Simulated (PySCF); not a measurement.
C4H6N (doublet state).
Z-matrix (Å and degrees, GFN2-xTB geometry), rows numbered from 1:
```
C 
N   1  1.2751
C   2  1.3174  1  130.79
C   3  1.4129  2  125.44  1   -32.47
C   4  1.3476  3  123.87  2  -174.05
H   1  1.0882  2  124.11  3   -16.32
H   1  1.0782  2  117.99  3   167.39
H   3  1.0823  2  115.16  1   155.29
H   4  1.0833  3  116.47  2     4.97
H   5  1.0767  4  121.27  3    -0.18
H   5  1.0753  4  121.72  3  -179.70
```

The hyperfine couplings belong to this conformer and change with its torsions.

Identity: `[CH2]/N=C\C=C` [radical].

Computed with UKS B3LYP, pcH-1 on C H N, non-relativistic, mean-field spin-orbit, GIAO (PySCF). The structure is a single GFN2-xTB conformer in the gas phase; no vibrational or solvent corrections. The geometry wasn't refined by DFT: couplings that depend on bond lengths, twists or pyramidal angles can differ widely from those at the functional's own minimum. The frame is twisted about the N2–C3 bond at this geometry (dihedral C1–N2–C3–C4 = -32°); couplings at other torsion angles weren't computed. Stability of the SCF solution: not tested. ⟨S²⟩ is 0.780 where a pure state has 0.75.

(1) Give the principal g shifts and their parts.

(2) At 9.532 GHz, how far is the centre of the isotropic spectrum from where a free electron (g = 2.002319) resonates?

(3) What are the electron Larmor frequencies g μB B/h along the three axes at 330 mT?

(4) Average each term over the three axes. Which is largest in size?

(5) In a frozen sample, at which fields do the three g values resonate at 9.5, 34, 94 and 263 GHz (hyperfine left aside), and which band first spreads them over more than twice a line width of 0.3 mT?

Results:

(1) 
| Δg (ppm) | 1 | 2 | 3 |
| --- | --- | --- | --- |
| relativistic mass correction | -149 | -149 | -149 |
| gauge correction | 44 | 31 | -25 |
| orbital Zeeman/spin–orbit | -178 | 235 | 475 |
| total | -283 | 117 | 301 |

So g = 2.00204, 2.00244, 2.00262 and g_iso = 2.00236; the tensor is rhombic: the two nearest values differ by 32 % of g3 − g1. 

(2) B = hν/(g μB) with μB/h = 13.99624 MHz/mT gives 340.13 mT for the free electron and 340.12 mT at g_iso, the same within 0.01 mT.

(3) 9.2469, 9.2488, 9.2496 GHz for g1, g2 and g3, a range of 2.7 MHz.

(4) The orbital-Zeeman/spin–orbit term 178, the mass correction -149 and the gauge correction 16 ppm, for a total of 45 ppm. The orbital-Zeeman/spin–orbit term is the largest in size. The mass correction is the same along every axis, so the anisotropy comes from the other two: their spans along these axes are 69 (gauge) and 653 ppm (orbital Zeeman/spin–orbit).

(5) 
```tsv
band	GHz	B(g3) mT	B(g2) mT	B(g1) mT	spread mT
X	9.5	338.93	338.96	339.03	0.10
Q	34.0	1213.02	1213.13	1213.38	0.35
W	94.0	3353.65	3353.96	3354.63	0.98
J	263.0	9383.08	9383.95	9385.82	2.74
```

The spread grows in proportion to the frequency. W band is the first where it exceeds 0.6 mT.

The Mulliken spin populations are largest on C3 (+0.49), C5 (+0.44), C1 (+0.38) and C4 (-0.20). Three atoms exceed +0.15. The positive populations add up to 1.33 and the negative ones to -0.33, together 2S = 1.

The HOMO–LUMO gaps are 4.07 eV among the α and 4.54 eV among the β orbitals.

The SMILES draws the unpaired electron on C1; the largest computed Mulliken spin population is on C3 (0.49 against 0.38).
